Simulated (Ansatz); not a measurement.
Results of BLYP (Ansatz, an electronic-structure program, PAW) for rock-salt MgS.

Run with plane-wave cutoff 520 eV, 12×12×12 k mesh, Fermi–Dirac smearing 0.01 eV, scalar-relativistic PAW data made under PBE.

The cell has the measured lattice: a = 5.2033 Å, b = 5.2033 Å, c = 5.2033 Å, α = 90.00°, β = 90.00°, γ = 90.00°.

Estimate the band gap, smallest direct gap on the k points sampled and width of the whole s-p valence band that the calculation returns.


band gap: 2.84 eV (indirect)
smallest direct gap on the k points sampled: 3.88 eV
width of the whole s-p valence band: 12.61 eV

Note: cell and atoms aren't relaxed at this level (pressure 3.7 GPa).

The computed numbers hold no vibrational or temperature effects.
